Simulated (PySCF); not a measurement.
# Ionisation energy of He by level of theory

He 1s2 (1S) → He⁺ 1s1 (2S), as a difference of total energies. Computed with PySCF 2.14 in dyall-av2z, with the non-relativistic Hamiltonian (point nucleus). Correlated levels: valence: nothing frozen; virtual orbitals above 40 to 60 times the deepest correlated orbital energy dropped. The calculations carry no spin-orbit coupling.

| method | ionisation energy (eV) | error (eV) |
| --- | --- | --- |
| UHF | 23.446 | -1.141 |
| LDA | 24.301 | -0.286 |
| PBE | 24.465 | -0.122 |
| PBE0 | 24.446 | -0.141 |
| r2SCAN | 24.619 | +0.032 |
| r2SCAN0 | 24.581 | -0.006 |
| BHandHLYP | 24.716 | +0.129 |
| TPSS | 24.745 | +0.158 |
| HSE06 | 24.463 | -0.124 |
| MP2 (valence) | 24.234 | -0.353 |
| SCS-MP2 (valence) | 24.392 | -0.195 |

Reference: 24.587 eV (measured; NIST Atomic Spectra Database, ionization energies).

Errors of the correlated levels include the incompleteness of this basis.

MP2 underrates the near-degeneracy of ns² with np² in the lower species.
